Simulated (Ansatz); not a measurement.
The same path of CH₅AlS (8 atoms, charge 0, multiplicity 1) was run 3 times with different band settings.

The calculation used RKS r2SCAN-D4/def2-SVP (Ansatz 0.2.0).

Relaxed end points:

```xyz
8
Properties=species:S:1:pos:R:3
Al -0.747 -0.315 0.498
S 0.261 -0.479 2.440
C 0.192 0.301 -1.097
H 1.231 0.619 -0.913
H -2.277 -0.732 0.514
H 1.457 -0.044 1.982
H -0.339 1.149 -1.564
H 0.222 -0.498 -1.860
```

```xyz
8
Properties=species:S:1:pos:R:3
Al -0.310 -0.374 0.433
S 0.762 0.402 2.186
C 0.147 0.356 -1.312
H 0.529 -0.432 -1.986
H -1.408 -1.495 0.679
H 0.110 -0.385 3.071
H 0.913 1.147 -1.260
H -0.741 0.782 -1.812
```

Common settings: optimiser quadratic models (default); start path through a guess of the saddle point; force threshold 0.03 eV/Å; iteration limit 60; end points relaxed.

| run | movable images | climbing image | spring |
| --- | --- | --- | --- |
| 1 | 5 | yes | 5.0 eV/Å² |
| 2 | 8 | no | 5.0 eV/Å² |
| 3 | 5 | yes | 0.5 eV/Å² |

Q: What does each run give, and how far can it be trusted?

A: Run 1: converged after 13 iterations, highest image 0.308 eV above the first end. A vibrational analysis at the climbing image gives one clearly imaginary mode, 336i cm⁻¹: a first-order saddle point.
Run 2: converged after 12 iterations, highest image 0.296 eV above the first end. No image climbed, so the highest image needn't sit at the top of the path.
Run 3: converged after 11 iterations, highest image 0.308 eV above the first end. Another band between the same ends (5 images) ends at a top of the same energy, where a vibrational analysis finds 1 clearly imaginary mode.
